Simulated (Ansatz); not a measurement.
A made-up structure of BSiH₄, doublet:

B1  (-0.336, 0.416, -0.187)
Si2  (0.915, -0.807, 0.725)
H3  (1.327, -2.162, 0.828)
H4  (-1.270, -0.052, -0.668)
H5  (0.301, 0.887, -1.021)
H6  (-0.681, 1.252, 0.523)
(Å)

It is relaxed with PBE-D4/def2-SVP and then PBE0-D4/def2-TZVP (Ansatz 0.2.0). Atoms count as bonded within 1.22 times the sum of their covalent radii (H–H: 0.88 Å). The end point is not checked to be a true minimum.

(1) Does its bonding change? (A judgement: the text doesn't fix the answer.)

Answers

(1) The calculation gives: Yes. Formed: Si2–H5; broken: none.

Where it ends: The first stage lowers the energy by 1.05 eV in 9 steps. It ends as BSiH₄ ([H]1[BH2][SiH]1):
| atom | x (Å) | y (Å) | z (Å) |
| --- | --- | --- | --- |
| B1 | -0.5215 | 0.4190 | 0.0165 |
| Si2 | 0.8866 | -0.5679 | 0.8676 |
| H3 | 1.2344 | -1.8692 | 0.1952 |
| H4 | -1.2888 | -0.3092 | -0.5470 |
| H5 | 0.6721 | 0.2955 | -0.5937 |
| H6 | -0.7268 | 1.5650 | 0.2610 |

Labels in which every atom is bracketed show which atoms are joined, not bond orders.

For scale, one of the runs: PBE0-D4/def2-TZVP relaxation, 92 basis functions, launched by `ansatz run in.yaml --threads 2 --pin off --events-out ev --progress --plain --max-ram 4352MiB`. Hardware: 2 CPU threads of an Arm Neoverse V2, shared host. Wall time about 8 s.
